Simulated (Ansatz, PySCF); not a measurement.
System: CF$_{3}$, charge 0, multiplicity 2. It need not be the lowest isomer of its formula. 
Structure (B3LYP-D3(BJ)/def2-TZVP (Ansatz, a first-principles code) minimum search):
```
C
F 1 1.3212
F 1 1.3212 2 111.37
F 1 1.3212 2 111.37 3 -124.97
```
Charge 0, spin multiplicity 2.


Wanted: enthalpy of formation at 298 K (from the atomisation energy, B3LYP-D3(BJ)/def2-TZVP harmonic zero-point and thermal terms from PySCF, and the atoms' enthalpies of formation in the G2/97 table; no spin-orbit terms, and no core term in the frozen-core levels), in kJ/mol. Cores are frozen in the correlated levels unless marked. Open shells are spin-unrestricted. Spin-orbit coupling is left out. Non-relativistic. The coupled-cluster limit lacks core correlation, which all-electron functionals hold. CBS(X,Y): correlation extrapolated as X^-3; Hartree-Fock from the larger set. The bracket is a focal-point correction in the basis named.

```json
[
 {"level": "HF-D3(BJ)/def2-TZVPD", "program": "PySCF + dftd3", "enthalpy of formation at 298 K (kJ/mol)": "5.2"},
 {"level": "r2SCAN/def2-TZVPD", "program": "Ansatz", "enthalpy of formation at 298 K (kJ/mol)": "-509.8"},
 {"level": "PBE0/6-31G*", "program": "Ansatz", "enthalpy of formation at 298 K (kJ/mol)": "-517.8"},
 {"level": "RI-MP2/aug-cc-pVTZ", "program": "Ansatz", "enthalpy of formation at 298 K (kJ/mol)": "-530.6"},
 {"level": "RI-MP2/cc-pVTZ", "program": "Ansatz", "enthalpy of formation at 298 K (kJ/mol)": "-517.2"},
 {"level": "CCSD(T)/cc-pVTZ", "program": "Ansatz", "enthalpy of formation at 298 K (kJ/mol)": "-422.6"},
 {"level": "RI-MP2/CBS(aug-cc-pVTZ,aug-cc-pVQZ)+[CCSD(T)-MP2]/aug-cc-pVTZ", "program": "Ansatz", "enthalpy of formation at 298 K (kJ/mol)": "-473.1"}
]
```
